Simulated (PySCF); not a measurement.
**How methods differ on the ionisation energy of Mg**

Mg [Ne] 3s2 (1S) → Mg⁺ [Ne] 3s1 (2S), as a difference of total energies. Computed with PySCF 2.14 in aug-cc-pVTZ-DK (6s5p3d2f, 50 functions), with scalar relativity by spin-free X2C-1e. Correlated levels: valence: [Ne] frozen. The calculations carry no spin-orbit coupling.

| method | ionisation energy (eV) |
| --- | --- |
| UHF | 6.617 |
| LDA | 7.733 |
| PBE | 7.624 |
| PBE0 | 7.553 |
| r2SCAN | 7.377 |
| BP86 | 7.719 |
| PW91 | 7.663 |
| r2SCANh | 7.385 |
| BLYP | 7.644 |
| MP2 (valence) | 7.262 |
| SCS-MP2 (valence) | 7.391 |

Problem. How much does correlation contribute at MP2 (valence)?

Solution. 7.262 − (6.617) = 0.645 eV, measured against UHF.

Errors of the correlated levels include the incompleteness of this basis and the frozen core.

MP2 underrates the near-degeneracy of ns² with np² in the lower species.

For comparison: 7.646 eV (measured; NIST Atomic Spectra Database, ionization energies).
